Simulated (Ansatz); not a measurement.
# C6H8: vertical ionisation energy

One table from this session's results is given with a row withheld; the runs are named, their logs left out.

Method: unrestricted cation, the program's frozen cores in correlated methods; program: Ansatz 0.2.0, Gaussian basis.

Plan: UKS PBE-D4/def2-TZVPP; UKS r2SCAN-D4/def2-TZVPP; UKS PBE0-D4/def2-TZVPP; UKS B3LYP-D4/def2-TZVPP; UKS wB97X-V/def2-TZVPP; UKS wB97M-V/def2-TZVPP; UKS B2PLYP/def2-TZVPP; UHF-CCSD(T)/def2-TZVPP; UHF-MP2/def2-QZVPP; extrapolation to the limit; then −ε(HOMO) from the neutral's earlier runs with LDA (SPW92), PBE-D4, revPBE-D4, BLYP-D4, r2SCAN-D4, B97M-V, PBE0-D4, B3LYP-D4, r2SCANh-D4, r2SCAN0-D4, HSE06-D4, BHLYP-D4, CAM-B3LYP-D4, LC-ωPBE, ωB97X-V, ωB97M-V.

## The geometry

An earlier PBE0-D4 in a triple-zeta def2 set relaxation fixed the geometry.

14 atoms, charge 0, spin multiplicity 1.

Atoms are counted from 1 here; the program's logs count them from 0.

Bond lengths: C1–C2 1.487 Å, C1–H7 1.091 Å, C1–H8 1.094 Å, C1–H9 1.094 Å, C2–C3 1.344 Å, C2–C6 1.466 Å, C3–C4 1.492 Å, C3–H10 1.082 Å, C4–C5 1.493 Å, C4–H11 1.098 Å, C4–H12 1.098 Å, C5–C6 1.340 Å, C5–H13 1.081 Å, C6–H14 1.084 Å. Angles: C2–C1–H7 111.4°, C2–C1–H8 111.1°, C2–C1–H9 111.1°, H7–C1–H8 108.1°, H7–C1–H9 108.2°, H8–C1–H9 106.8°, C1–C2–C3 128.0°, C1–C2–C6 123.8°, C3–C2–C6 108.2°, C2–C3–C4 109.8°, C2–C3–H10 126.1°, C4–C3–H10 124.1°, C3–C4–C5 103.2°, C3–C4–H11 112.2°, C3–C4–H12 112.2°, C5–C4–H11 111.8°, C5–C4–H12 111.8°, H11–C4–H12 105.8° and more.

The first run:

Input file in.yaml:

```yaml
crystal:
  periodic: [false, false, false]
  atoms:
    - {symbol: C, position_ang: [-1.062100, 0.037534, 1.796179]}
    - {symbol: C, position_ang: [-0.294993, 0.002848, 0.522251]}
    - {symbol: C, position_ang: [0.911270, -0.546754, 0.297976]}
    - {symbol: C, position_ang: [1.300031, -0.347978, -1.128321]}
    - {symbol: C, position_ang: [0.139867, 0.398875, -1.697682]}
    - {symbol: C, position_ang: [-0.770062, 0.592604, -0.732723]}
    - {symbol: H, position_ang: [-0.517701, -0.456780, 2.601856]}
    - {symbol: H, position_ang: [-2.031571, -0.458243, 1.685552]}
    - {symbol: H, position_ang: [-1.266863, 1.067453, 2.104681]}
    - {symbol: H, position_ang: [1.523573, -1.060130, 1.027754]}
    - {symbol: H, position_ang: [1.467344, -1.299863, -1.649688]}
    - {symbol: H, position_ang: [2.236567, 0.216631, -1.228508]}
    - {symbol: H, position_ang: [0.070595, 0.720191, -2.727974]}
    - {symbol: H, position_ang: [-1.718857, 1.104312, -0.842552]}
basis:
  gaussian: {orbitals: def2-TZVPP}
total_charge: 1
magnetization: {spin_polarized: true, initial_magnetization: 1}
hamiltonian: {xc: pbe, dispersion: d4}
```

Command:

```
$ ansatz run in.yaml --threads 2 --pin off --events-out ev --progress --plain --max-ram 32768MiB --backend cpu
```

Among the steps run: Cation, UKS PBE-D4/def2-TZVPP; Cation, UKS r2SCAN-D4/def2-TZVPP; Cation, UKS PBE0-D4/def2-TZVPP; Cation, UKS B3LYP-D4/def2-TZVPP; Cation, UKS wB97X-V/def2-TZVPP; Cation, UKS wB97M-V/def2-TZVPP; Cation, UKS B2PLYP (frozen core)/def2-TZVPP; Cation, UHF-CCSD(T)/def2-TZVPP; Cation, UHF-MP2/def2-QZVPP.

One of the session's tables, all rows but one given; the rest of the session is left out.

It belongs to the step «Ionisation energies side by side». Orbital estimates, from the neutral's runs:

```
  functional  −ε(HOMO) (eV)
 LDA (SPW92)           5.35
      PBE-D4           5.16
   revPBE-D4           5.09
     BLYP-D4           4.99
   r2SCAN-D4           5.29
      B97M-V           5.28
     PBE0-D4              ?
    B3LYP-D4           5.96
  r2SCANh-D4           5.68
  r2SCAN0-D4           6.26
    HSE06-D4           5.77
    BHLYP-D4           7.00
CAM-B3LYP-D4           7.43
     LC-ωPBE           8.79
     ωB97X-V           8.41
     ωB97M-V           8.34
```

Q: Estimate the row for PBE0-D4 from the others.

**Answer.** −ε(HOMO) (eV): 6.16. In the column «−ε(HOMO) (eV)» it lies between B3LYP-D4 (5.96) and r2SCAN0-D4 (6.26).

To keep in mind: The cation may have settled in a state other than its lowest; no search over hole states beyond the program's own was made.
